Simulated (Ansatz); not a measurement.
C5H6 can be A, `CC1=CC=C1`, or B, `C=C=C1CC1`.

Gas-phase electronic energies from Ansatz, PBE0-D4/def2-TZVP geometries. CBS: MP2 limit from def2 TZ/QZ plus the TZ coupled-cluster correction, frozen cores. Functionals use def2-TZVPP. B3LYP here is the variant with VWN-RPA as its local correlation; programs differ in this.

A:

```xyz
11

C     0.445    0.910    1.331
C    -0.019    0.095    0.200
C    -1.105   -0.606   -0.120
C    -0.455   -0.994   -1.483
C     0.635   -0.300   -1.177
H     1.372    0.504    1.752
H    -0.306    0.954    2.121
H     0.674    1.933    1.009
H    -2.048   -0.816    0.367
H    -0.767   -1.589   -2.331
H     1.576   -0.092   -1.667
```

B:

```xyz
11

C    -1.2505    1.6452    1.3195
C    -0.5854    0.7705    0.6185
C     0.0688   -0.0903   -0.0718
C     1.3611   -0.6456   -0.4927
C     0.0592   -1.2228   -1.0059
H    -1.5171    2.6128    0.9066
H    -1.5588    1.4336    2.3384
H     1.9250   -1.2243    0.2314
H     1.9655   -0.0615   -1.1788
H    -0.2137   -1.0273   -2.0378
H    -0.2540   -2.1902   -0.6275
```

Problem. Which isomer does CCSD(T)/CBS put lower? Give the gap. (Best estimate.)

Solution. The calculation gave: B, by 12.8 kcal/mol.

Problem. Give E(B) − E(A) in kcal/mol with CCSD(T)/def2-SVP, CCSD(T)/def2-TZVPP, B3LYP, BLYP-D4, MP2/def2-TZVPP, r2SCAN-D4, CCSD/def2-TZVPP. (Estimate.)

Solution. Computed: CCSD(T)/def2-SVP -13.7, CCSD(T)/def2-TZVPP -13.4, B3LYP -21.0, BLYP-D4 -20.5, MP2/def2-TZVPP -15.5, r2SCAN-D4 -22.9, CCSD/def2-TZVPP -14.5. None reverses the order clearly.

Problem. Does the order hold for the free energy at 298.15 K (harmonic terms from PBE0-D4)? (An estimate is asked.)

Solution. Computed: Yes: G(B) − G(A) = -12.1 kcal/mol.

Largest T1 diagnostic: 0.012.

From r2SCAN to r2SCAN0 (25 % exact exchange), in def2-TZVPP and without D4, E(B) − E(A) moves by +1.2 kcal/mol. Leaving LDA and LC-ωPBE aside and taking each functional with its dispersion term where it has one, the values, not all of them listed here, spread over 5.8 kcal/mol, from r2SCAN-D4 to ωB97M-V.
